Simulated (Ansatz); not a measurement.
A calculation on 1T (CdI2-type) PtS2 returned lattice constant a 3.625 Å, lattice parameter c 5.034 Å, band gap 0.47 eV.

For reference: lattice constant a 3.542 Å (measured, temperature not stated, no zero-point or thermal correction; as tabulated in Björkman (2014), arXiv:1406.2436); lattice parameter c 5.036 Å (measured, temperature not stated, zero-point anharmonic expansion removed (computed with revB86b-DF2); no thermal correction; as tabulated in Björkman (2014), arXiv:1406.2436).

Problem. Which level of theory produced these numbers?
A. HSE06 (Ansatz, a first-principles code)
B. rVV10 (Ansatz)
C. r²SCAN0 (Ansatz)
D. HSE06-D3(BJ) (Ansatz)

Solution. B, rVV10 (Ansatz)

The others give: HSE06 3.526 Å, 6.402 Å, 2.33 eV; HSE06-D3(BJ) 3.533 Å, 4.696 Å, 0.66 eV; r²SCAN0 3.511 Å, 5.803 Å, 2.91 eV.

Unless a cell is named, each level is at its own relaxed cell (HSE06 22.97, HSE06-D3(BJ) 16.93, r²SCAN0 20.65, rVV10 19.10 Å³/atom).

Spin–orbit coupling is included only where a level's name says +SOC; with heavier elements it mostly lowers gaps and can invert bands. Density-functional gaps are differences of (generalised) Kohn–Sham levels.

Caveats: the cell comes from a level without a dispersion term, which matters for the spacing of layers, chains or molecules (HSE06, r²SCAN0). Ansatz's density-functional and Hartree–Fock values are scalar-relativistic unless marked +SOC, with PAW data made under PBE.
